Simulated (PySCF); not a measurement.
Telling isomers of CH₃NO apart by NMR

One computed conformer, non-relativistic Hamiltonian, no solvent, equivalent nuclei averaged. GIAO PBE0/pcSseg-1 shieldings; geometry: PBE0-D3(BJ)/def2-SVP; B3LYP/pcJ-1 coupling constants; PySCF 2.14.0 with density-fitted response routines.

Chemical shifts δ = σref − σ; ¹H, ¹³C against TMS, all at this level. Multiplet labels drop J under 1 Hz and among equivalent protons, and merge close values. Unscaled 3J(H,H) run several per cent high. Vicinal couplings that depend on rotamer populations or ring flexing (ring, CH–CH, X–H and H–F types) are those of the one conformer. Acid and N–H amide carbonyl carbons lie up to 10 ppm further downfield in solution (hydrogen bonding). Shifts are as computed. Against solution values, carbons near 30 ppm lie about +2 ppm off and those near 130 ppm about +5 ppm. Of 1211 compounds with measured shifts, 218 miss one by over three times the rms of a fit or turn the order of signals round; such compounds aren't used in these exercises. Groups on amide-type nitrogens are kept apart (slow C–N rotation). OH and NH positions are gas-phase values without hydrogen bonding to other molecules.

(1) Tabulate the signals of `C=NO`, `NC=O` and their relative energies.

(2) What is the quickest way to tell C=NO from NC=O?

Results:

(1) 
```json
{"SMILES": "C=NO", "carbon types": "1×CH2", "δC": "138.8", "δH": "7.08 (d, 1H), 6.58 (br s, 1H), 6.36 (d, 1H)", "E rel. (kcal/mol)": "53.2"}
{"SMILES": "NC=O", "carbon types": "1×CH", "δC": "158.9", "δH": "7.89 (m, 1H), 4.37 (br, 1H), 4.36 (br, 1H)", "E rel. (kcal/mol)": "0.0"}
```

Energies are electronic energies at PBE0/pcSseg-1 on these geometries, without zero-point or thermal terms, each for the one conformer computed, which needn't be the lowest.

(2) Both give the same number of carbon signals, but DEPT or the intensities differ. The first has a C=N carbon (CH2) at 138.8 ppm, the second an amide carbonyl carbon (CH) at 158.9 ppm. In the proton spectra the most deshielded non-exchanging signals are 7.08 (d, J = 10.6 Hz, 1H) and 7.89 (m, 1H).
